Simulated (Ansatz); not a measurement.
## Caesium, bcc: convergence with Fermi-Dirac smearing

Computed with Ansatz, PBE, scalar-relativistic PAW, on the relaxed cell (a = 6.154 Å; spin not included). Errors count from a run at 420 eV on a Γ-centred 12×12×12 mesh with Fermi-Dirac smearing of 0.1 eV, extrapolated to zero width. Fixed here: cutoff 420 eV, mesh 7×7×7. The SCF starts from atomic densities corrected by a trained network.

| width (eV) | E(σ→0) error (meV/atom) | F error (meV/atom) | P (GPa) | SCF iterations |
| --- | --- | --- | --- | --- |
| 0.01 | -1.1 | -1.5 | 0.01 | 6 |
| 0.03 | -1.5 | -3.8 | 0.00 | 6 |
| 0.1 | -2.8 | -22.2 | 0.00 | 6 |
| 0.3 | -4.1 | -176.5 | 0.03 | 6 |
| 0.6 | -55.1 | -663.1 | 0.16 | 6 |
| 1.0 | -257.8 | -1628.2 | 0.46 | 6 |

Q: What does the run at 0.2 give (width)?

A: E(σ→0) error (meV/atom): -3.0; F error (meV/atom): -80.2; P (GPa): 0.01; SCF iterations: 6.
